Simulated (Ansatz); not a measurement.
Rutile MnF₂, treated with r²SCAN0 (PAW; Ansatz, a quantum-chemistry and plane-wave program).

Input file:

Ansatz 0.2 input:
```yaml
crystal:
  lattice:
    - [4.8738, 0.0, 0.0]
    - [0.0, 4.8738, 0.0]
    - [0.0, 0.0, 3.3107]
  atoms:
    - { symbol: Mn, position: [0.0, 0.0, 0.0], spin: 5.0 }
    - { symbol: Mn, position: [0.5, 0.5, 0.5], spin: -5.0 }
    - { symbol: F, position: [0.3038993591, 0.3038993591, 0.0], spin: 0.0 }
    - { symbol: F, position: [0.8038990779, 0.1961009221, 0.5], spin: 0.0 }
    - { symbol: F, position: [0.1961009221, 0.8038990779, 0.5], spin: 0.0 }
    - { symbol: F, position: [0.6961006409, 0.6961006409, 0.0], spin: 0.0 }
basis:
  ecutwfc: 520
  ecutrho_ratio: 4
  xc_grid: 3
kpoints:
  mp_grid: { grid: [6, 6, 8] }
hamiltonian:
  xc: r2scan0
  dispersion: none
  pseudopotentials: { kind: paw }
scf:
  occupations: { method: fermi_dirac, width: 0.01 }
  convergence: { dr2_threshold: 0.0000000006 }
output:
  forces: true
  stress: true
  eigenvalues: true
magnetization:
  spin_polarized: true
```

The run printed, among other lines:

```
WARN output.stress: scf.exx.energy_threshold = 1e-6 eV is looser than the 6e-8 eV advised for a stress under a hybrid functional (1e-8 eV for each atom of the …
Crystal: 6 atoms, lattice volume = 78.642 Å³
Basis set: ecut = 520 eV, 2089 PW (Γ), exchange–correlation on 120×120×75 points (27 copies of the dense FFT grid, shifted against one another)
Bands: 41, of which v1, the nominal top of the filled ones, is band 29 counted from 1 (28 counted from 0)
Symmetry: 8 space group operations
Space group: Cmmm (ITA 65), of the structure as read, at distance tolerance 4.3e-5 Å
k-points: 65 of 288
Initial density: superposition of atomic densities (chi_scale 0.1, normalization cell, long waves kept (reshape's long-wave potential 0.01 eV rms))
Functional: x = r2scan, c = r2scan; τ floored in thin density (d = 2e-4 eV/Å³), warm-up for x = 0.75 r2scan + 0.25 exact, c = r2scan; τ floored in thin density (d = 2e-4 eV/Å³)
spin=Collinear: Kerker preconditioning applied to the charge; magnetization (m = ρ↑ − ρ↓) channel mixes plain (no charge-response kernel on spin).
Crystal: 6 atoms, lattice volume = 78.642 Å³
Initial density: handed on by an earlier stage of this run
Functional: x = 0.75 r2scan + 0.25 exact, c = r2scan; τ floored in thin density (d = 2e-4 eV/Å³)
Crystal: 6 atoms, lattice volume = 78.642 Å³
SCF 3 converged in 7 iterations: F = -11049.932986 eV  dr2 = 3.50e-11
Crystal: 6 atoms, lattice volume = 78.642 Å³
SCF 4 converged in 3 iterations: F = -11049.932986 eV  dr2 = 1.03e-10
Magnetization: 0.0000 μB (29.0000 up, 29.0000 down)
Free energy (F): -11049.932986 eV
Internal energy: -11049.932986 eV  (E = F + TS)
E sigma→0 (E₀):  -11049.932986 eV
Fermi energy:    6.830541 eV
--- Forces (eV/Å), atoms counted from 1 ---
  atom   1  Mn     0.00000000    -0.00000000     0.00000000
  atom   2  Mn     0.00000000     0.00000000     0.00000000
  atom   3  F      0.04133725     0.04133725     0.00000000
  atom   4  F      0.04137783    -0.04137783     0.00000000
  atom   5  F     -0.04137783     0.04137783     0.00000000
  atom   6  F     -0.04133725    -0.04133725     0.00000000
--- Stress (GPa, compression-positive) ---
       -1.239440       0.000073       0.000000
        0.000073      -1.239440       0.000000
        0.000000       0.000000      -1.895981
  P = ⅓ Tr σ = -1.4583 GPa (-14.583 kbar)
```

The PAW data were made under PBE.

Note: cell and atoms aren't relaxed at this level (largest force component 0.04 eV/Å, pressure -1.5 GPa).
